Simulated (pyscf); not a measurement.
Single points on ωB97X-D3(BJ)/def2-SVP structures (PySCF, gas phase).

PBE/def2-TZVP puts the barrier of [H₂As–InH]• → [HAs=In]• + H₂ (elimination; doublet surface; H–In, As–H broken, H–H formed) at 19.5 kcal/mol and the reaction energy at +4.4 kcal/mol, from the reactant's lowest minimum found. What do B3LYP-D3(BJ)/def2-TZVP, M06-2X/def2-TZVP, ωB97M-D3(BJ)/def2-TZVP give on the same structures?

B3LYP-D3(BJ): ΔE‡ = 22.9 kcal/mol, ΔE = +1.5 kcal/mol; M06-2X: ΔE‡ = 25.8 kcal/mol, ΔE = +1.8 kcal/mol; ωB97M-D3(BJ): ΔE‡ = 28.0 kcal/mol, ΔE = +4.3 kcal/mol. PBE's barrier lies under all of them, by 3.4 to 8.4 kcal/mol. Its reaction energy matches one of them and lies within 2.8 kcal/mol of the others. Low barriers are usual for a GGA, whose delocalisation error favours stretched bonds. One saddle was located; it need not be the lowest between these sides. Elements up to Kr have no core potential and no relativistic terms here. Elements past Kr carry the def2 core potentials, without spin-orbit coupling.
